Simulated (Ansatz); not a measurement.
Other spins and charges of SnH$_{2}$⁻, doublet at one geometry

Geometry (PBE0/def2-TZVPD stationary point for this spin, not checked as a minimum):

```csv
atom,x (Å),y (Å),z (Å)
Sn,0.0000,-0.0211,0.0000
H,0.0000,1.2419,-1.2881
H,0.0000,1.2419,1.2881
```

Basis def2-SVPD with its core potentials; Ansatz 0.2.0. Only valence electrons are correlated (noble-gas cores and the filled d shells of p-block atoms frozen). R marks a restricted (for open shells ROHF) determinant, U an unrestricted one. Active spaces: valence = (7e, 6o) chosen from the atoms' valence shells. No spin–orbit coupling is included; scalar relativity enters through the core potentials alone.

Gaps are energies of the second state less the first, at fixed atoms, for a selection of the levels run; each method lands on the state that its own search finds for that charge and spin.

For open shells CISD is restricted-active-space CI with the open shells as a complete middle space. The highest occupied Kohn–Sham level of the anion is positive, up to +1.77 eV, so in those functionals the extra electron is held by the basis alone, which enters their differences from the reference.

Removing an electron, to the triplet: 2.270 eV at UCCSDT(Q).

```csv
level,gap (eV),error (meV)
CISD,2.171,-99
UCCSD,2.247,-23
UCCSD(T),2.268,-2
BCCD(T),2.283,13
CASSCF (valence space),1.434,-836
NEVPT2 (valence space),2.032,-238
MRCISD (valence space),2.200,-70
PBE,2.526,256
r2SCAN,2.533,263
PBE0,2.534,264
```

In so small a basis the reference is far from its limit while semilocal and hybrid functionals are nearer theirs, so the functionals' errors here hold much of the reference's basis and frozen-core error, which can add to them or hide them.

Full CI isn't at hand for all of this; UCCSDT(Q) serves as the reference, and is uncertain by the last step of the cluster series or more. The frozen core follows each run's orbitals, which can shift R against U totals by a few meV for light atoms and by up to 0.1 eV past Ca.
